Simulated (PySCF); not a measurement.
Compound: C₄H₅O₂ (doublet state).
SMILES with atom numbers: `[CH3:1]/[CH:2]=[C:3]\[C:4](=[O:5])[OH:6]` (hydrogens: H7, H8, H9 on C1; H10 on C2; H11 on O6)

Geometry (GFN2-xTB, Å), atoms numbered from 1 in this order:
```xyz
11
C4H5O2 angstrom
C     -1.892    0.134    0.379
C     -0.778   -0.637   -0.280
C      0.475   -0.366   -0.210
C      1.809   -0.018    0.017
O      2.485   -0.429    0.946
O      2.308    0.836   -0.916
H     -1.498    0.963    0.957
H     -2.569    0.513   -0.384
H     -2.449   -0.532    1.035
H     -1.120   -1.486   -0.869
H      3.233    1.024   -0.700
```

The hyperfine couplings belong to this conformer and change with its torsions.

Theory: PySCF 2.14.0, UKS B3LYP, pcH-1 on C H O, non-relativistic, mean-field spin-orbit, GIAO. The structure is a single GFN2-xTB conformer in the gas phase; no vibrational or solvent corrections. The geometry wasn't refined by DFT: couplings that depend on bond lengths, twists or pyramidal angles can differ widely from those at the functional's own minimum. Stability of the SCF solution: not tested.

Problem. Give the principal g shifts and their parts.

Solution. 
```json
{"Δg (ppm)": "relativistic mass correction", "1": "-189", "2": "-189", "3": "-189"}
{"Δg (ppm)": "gauge correction", "1": "-2", "2": "41", "3": "40"}
{"Δg (ppm)": "orbital Zeeman/spin–orbit", "1": "1", "2": "1476", "3": "2587"}
{"Δg (ppm)": "total", "1": "-190", "2": "1328", "3": "2438"}
```

So g = 2.00213, 2.00365, 2.00476 and g_iso = 2.00351; the tensor is rhombic: the two nearest values differ by 42 % of g3 − g1. Axes: g3 points within 2° of the C4–O5 bond.

Problem. What are the electron Larmor frequencies g μB B/h along the three axes at 1200 mT?

Solution. 33.6268, 33.6522, 33.6709 GHz for g1, g2 and g3, a range of 44.1 MHz.

Problem. At 33.899 GHz, how far is the centre of the isotropic spectrum from where a free electron (g = 2.002319) resonates?

Solution. B = hν/(g μB) with μB/h = 13.99624 MHz/mT gives 1209.60 mT for the free electron and 1208.88 mT at g_iso, 0.72 mT lower.

Problem. What effective moment and Curie constant follow for a powder?

Solution. With the mean of g² = 4.0141 and S(S+1) = 0.75: μ_eff = √(⟨g²⟩S(S+1)) = 1.735 μB and χT = 0.12505·⟨g²⟩·S(S+1) = 0.376 cm³ K/mol (cgs; spin-Hamiltonian part alone).

Problem. In a frozen sample, at which fields do the three g values resonate at 9.5, 34, 94 and 263 GHz (hyperfine left aside), and which band first spreads them over more than twice a line width of 0.5 mT?

Solution. 
| band | GHz | B(g3) mT | B(g2) mT | B(g1) mT | spread mT |
| --- | --- | --- | --- | --- | --- |
| X | 9.5 | 338.57 | 338.76 | 339.02 | 0.44 |
| Q | 34.0 | 1211.73 | 1212.40 | 1213.32 | 1.59 |
| W | 94.0 | 3350.07 | 3351.93 | 3354.47 | 4.40 |
| J | 263.0 | 9373.08 | 9378.28 | 9385.38 | 12.30 |

The spread grows in proportion to the frequency. Q band is the first where it exceeds 1.0 mT.

The largest Mulliken spin populations are on C3 (+0.85), O5 (+0.22), C2 (-0.15) and C4 (-0.07).

The HOMO–LUMO gaps are 6.33 eV among the α and 4.13 eV among the β orbitals.
